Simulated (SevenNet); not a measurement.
**Diamond-structure Ge**

All values below come from the machine-learned potential SevenNet-l3i5 (trained on PBE and PBE+U data).

Cell: relaxed at this level.

```yaml
lattice_parameter_a: 5.750 Å
volume_per_atom: 23.76 Å³/atom
```

Measured, for comparison: lattice constant a 5.644 Å, equilibrium volume per atom 22.47 Å³/atom (static lattice: zero-point anharmonic expansion removed; as tabulated in Mejia-Rodriguez and Trickey (2018), arXiv:1807.09216). Computed (rounded) less measured: lattice constant a +1.9 %, equilibrium volume per atom +5.7 %.

A machine-learned potential is trained on density-functional data: it inherits that level's misses and adds fitting errors of its own.
